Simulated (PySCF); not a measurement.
**CH7NSi**

CH7NSi is a small molecule, neutral, singlet. The structure, one conformer, was relaxed in the gas phase by PBE0-D3(BJ)/def2-SVP. No frequency run checks that it is a minimum.

SMILES: CN[SiH3]

Coordinates in Å:
```
C1      0.256   -1.316   -0.341
N2      0.367   -0.172    0.531
Si3    -0.412    1.344    0.232
H4      0.389   -2.258    0.217
H5      0.978   -1.321   -1.181
H6     -0.753   -1.352   -0.783
H7      1.222   -0.151    1.077
H8     -1.874    1.103    0.027
H9      0.072    2.103   -0.973
H10    -0.181    2.202    1.432
```

Shieldings: GIAO PBE0/pcSseg-2. Shifts are against computed references at the same level: C TMS (σ 184.1 ppm), H TMS (σ 31.24 ppm), Si TMS (σ 341.3 ppm). Core levels by delta-SCF with SCAN, pcX-2 on the ionised atom and pcseg-1 elsewhere, spin-free X2C (2p3/2 is the spin-free 2p value less a third of a first-order spin-orbit splitting); from the vacuum level, for chosen atoms.

(1) Give the NMR and core-level values of the distinct atoms.

(2) By CAM-B3LYP/def2-SVPD (TDDFT singlets, Tamm-Dancoff triplets, ionisation by delta-SCF), where does absorption start, and what does vertical ionisation take?

Results:

(1) 
```
    atoms         bonded to  σ (ppm)  δ (ppm)  core level (eV)
       C1         1 N + 3 H    150.7     33.4        1s 291.72
       N2  1 C + 1 Si + 1 H    255.9        -        1s 404.54
      Si3         1 N + 3 H    393.5    -52.2     2p3/2 106.88
 H4 H5 H6               1 C    28.62     2.63                -
       H7               1 N    31.56    -0.32                -
H8 H9 H10              1 Si    26.57     4.67                -
```

Values are those of this one static structure, with the three H of a rotating XH3 group averaged; atoms that internal rotation interchanges would show their mean in an NMR spectrum.

(2) The lowest singlet lies at 5.86 eV (f 0.003), the strongest of the first 6 at 7.82 eV (f 0.038), the lowest triplet at 5.57 eV; vertical ionisation takes 9.07 eV.

The 3 runs behind this took 75 s in all, one thread each of Arm Neoverse N1 on a shared host, launched as `OMP_NUM_THREADS=1 python cluster_run.py task.json out`.
